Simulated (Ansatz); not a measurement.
Geometry optimisation, UKS CAM-B3LYP/6-31G* (Ansatz).

input.yaml

```yaml
crystal:
  periodic: [false, false, false]
  atoms:
    - { symbol: Si, position_ang: [0.002407, 0.0, -0.072534] }
    - { symbol: Cl, position_ang: [0.020972, 0.0, 2.036446] }
    - { symbol: H, position_ang: [1.401361, 0.0, -0.547287] }
    - { symbol: H, position_ang: [-0.703475, 1.215204, -0.52806] }
    - { symbol: H, position_ang: [-0.703475, -1.215204, -0.52806] }
    - { symbol: H, position_ang: [-0.016391, 0.0, 4.610895] }
magnetization:
  spin_polarized: true
  initial_magnetization: 1
basis:
  gaussian: { orbitals: "6-31G*" }
hamiltonian:
  xc: cam_b3lyp
relax:
  f_tol: 0.03
  max_steps: 50
```

Launched with:

```bash
$ ansatz run input.yaml --threads 1 --pin off --max-ram 2048MiB --backend cpu --events-out ev --progress --plain --runs-dir out
```

Task: Where does it end, and by what steps?

Result: The run converged. The force dipped under the threshold on the way, but the program's further checks kept it going. After 6 steps the energy has fallen by 0.044 eV; H6 moved furthest, 0.51 Å.

| step | energy less start (eV) | largest force component (eV/Å) | accepted |
| --- | --- | --- | --- |
| 0 | 0.0000 | 0.770 | yes |
| 1 | -0.0191 | 0.224 | yes |
| 2 | -0.0344 | 0.151 | yes |
| 3 | -0.0414 | 0.036 | yes |
| 4 | -0.0433 | 0.018 | yes |
| 5 | -0.0438 | 0.009 | yes |
| 6 | -0.0439 | 0.006 | yes |

```xyz
6
Properties=species:S:1:pos:R:3
Si 0.003 0.000 -0.161
Cl 0.021 0.000 1.906
H 1.400 0.000 -0.644
H -0.702 1.213 -0.626
H -0.702 -1.213 -0.626
H -0.018 0.000 5.122
```

Whether the end is a true minimum wasn't checked by a vibrational analysis.

Time of the run: 13 s on 1 thread of Intel(R) Xeon(R) Platinum 8488C (Sapphire Rapids), on a shared host, peak memory 0.14 GiB.
